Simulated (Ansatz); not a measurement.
H$_{2}$P–PH$_{2}$, singlet in cc-pVTZ: errors against RCCSDT(Q)

Geometry: a PBE0/def2-TZVP stationary point for this spin, not checked as a minimum.

```yaml
atoms:
  - { symbol: P, position_ang: [-0.1319, 0.0000, 1.1061] }
  - { symbol: P, position_ang: [0.1319, 0.0000, -1.1061] }
  - { symbol: H, position_ang: [0.8343, -1.0228, 1.3117] }
  - { symbol: H, position_ang: [0.8343, 1.0228, 1.3117] }
  - { symbol: H, position_ang: [-0.8343, -1.0228, -1.3117] }
  - { symbol: H, position_ang: [-0.8343, 1.0228, -1.3117] }
```

Basis cc-pVTZ; Ansatz 0.2.0. Correlated methods freeze the noble-gas cores, which leaves 14 electrons in 114 orbitals. R marks a restricted (for open shells ROHF) determinant. Active spaces: valence = (14e, 12o) chosen from the atoms' valence shells.

Full CI isn't at hand for all of this; RCCSDT(Q) serves as the reference, and is uncertain by about the last step of the cluster series.

The UHF ⟨S²⟩ is 0.000 and the T1 diagnostic (RCCSD) is 0.0139. The largest doubles amplitude (RCCSD) is 0.051.

| level | E − E(RHF) (eV) |
| --- | --- |
| RMP2 | -8.7031 |
| RCCSD | -9.8960 |
| RCCSD(T) | -10.3165 |

Problem. Estimate how far RCCSDT(Q) in cc-pVTZ lies from RCCSD(T). The table doesn't fix it; the size of (T) and the diagnostics are the guide.

Solution. RCCSDT(Q) in cc-pVTZ lies 1.39 kcal/mol below RCCSD(T), which is 14 % of the (T) step (-9.70 kcal/mol). The diagnostics are small and the rest is a small part of (T), but (T) is large here. The miss exceeds 1 kcal/mol.

The other levels:

| level | E − E(RCCSDT(Q)) (kcal/mol) | share of correlation (%) | wall time |
| --- | --- | --- | --- |
| BCCD(T) | 1.34 | 99.44 | 2.6 s (H100) |
| RCCSDT | 0.52 | 99.78 | – |
| CASSCF (valence space) | 186.59 | 22.02 | – |
| NEVPT2 (valence space) | 43.33 | 81.89 | 27 s (H100) |

The correlation energy at RCCSDT(Q), counted from RHF, is -10.377 eV. That run took 23 s on 2 threads of AMD EPYC 7R13 with a shared H100 80 GB, shared host.

Times hold each run's SCF and search for its determinant on a shared host, so for small cases they say little of a method's own cost. Some runs computed forces too.

Natural occupations of CASSCF (valence space) about the gap: 1.980 1.976 1.974 1.971 1.969 0.038 0.034 0.027 0.023 0.022; effectively unpaired electrons, Σ n²(2−n)², 0.03.

Atomization energy (electronic, same basis, no zero-point term; atoms at the same level, unrestricted beside the R rows where the molecule is a closed shell, with restricted open-shell steps beyond CCSDT(Q)) at RCCSDT(Q): 1477.5 kJ/mol. Errors of other levels:

| level | error (kJ/mol) |
| --- | --- |
| RHF | -446.7 |
| RMP2 | -44.3 |
| RCCSD | -21.9 |
| RCCSD(T) | -1.2 |
| BCCD(T) | -0.6 |
| RCCSDT | -1.6 |
| CASSCF (valence space) | -224.5 |
| NEVPT2 (valence space) | -61.4 |

This basis is far from its limit, so the value isn't to be set against a measured one.
